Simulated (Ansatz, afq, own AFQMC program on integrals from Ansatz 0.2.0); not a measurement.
B2H, doublet: AFQMC among the cluster methods

```xyz
3

B    -0.2795    0.0000    0.6302
B     0.2662    0.0000   -0.7914
H     0.1425    0.0000    1.7294
```

Connectivity, by distances: BH–B.

Basis 6-31G. Noble-gas cores (and the filled d shells of Ga–Kr and In–Xe) are frozen. Ansatz 0.2.0 and our own AFQMC program on the same integrals; the CISD trial comes from CCSD amplitudes, and released means the phaseless constraint is let go. Uncertainties: one standard error, sampling alone.

Determinant: ROHF, the one that the program's search chose, which needn't be the lowest solution. The geometry is a point of a scan.

Full CI is exact in this basis; its frozen core comes from its own orbitals, which moves totals by up to a few meV.

Cautions: a spin-contaminated unrestricted determinant lies lower (UHF 1.48 eV lower, ⟨S²⟩ 1.73); the search met a lower determinant of the same kind, perhaps of another symmetry (280 meV lower); strong correlation (T1 0.131, weight of the determinant 0.69, largest double 0.33); (T) is large, 8 % of the CCSD correlation; the released energies have errors that jump between times, so the bars are unsure, so no released level is given (meV from the phaseless value at times in 1/Eh: -10 ± 3 at 0.24, -3 ± 13 at 0.51, -33 ± 3 at 0.99, -40 ± 3 at 1.62, -48 ± 4 at 2.40); CCSDTQ on the UHF determinant differs (802 meV lower), perhaps since the unrestricted series falls towards higher spin; full CI with its own frozen core; a state of higher spin lies lower (by 801 meV).

The T1 diagnostic is 0.1313, the weight of the determinant in the CISD state is 0.691 and the size of the correlated space is 7 electrons in 18 orbitals.

```
  level  correlation energy (eV)
    MP2                  -2.2634
   CCSD                  -3.4405
CCSD(T)                  -3.7238
```

(1) Estimate where phaseless AFQMC with a CISD trial lies against CCSD(T) on the same integrals.

(1) 5.7 ± 0.4 kJ/mol above CCSD(T).

Reference: full CI, correlation energy -3.771 eV. CCSDTQ lies 1.6 meV above full CI, in part by the other frozen core, which shifts every row alike, so rows that close can't be ranked against it. The cautions show a poor starting determinant, so the rows tell how each method copes with it here, and full CI is the sure value.

| level | E − E(reference) (kJ/mol) | share of correlation (%) |
| --- | --- | --- |
| CCSD(T) | 4.6 | 98.74 |
| CCSDT | 2.1 | 99.43 |
| CCSDT(Q) | -0.3 | 100.08 |
| CCSDTQ | 0.1 | 99.96 |
| ph-AFQMC/CISD | 10.3 ± 0.4 | 97.18 |

CCSDT and higher add their correlation energy to the determinant of the CCSD(T) run, since their own runs factorise the integrals more tightly (a shift of under 2 meV). A walk keeps the symmetry of its determinant, which the program's search chose and which needn't be the lowest solution, so a lower state of the same spin and another symmetry isn't excluded.
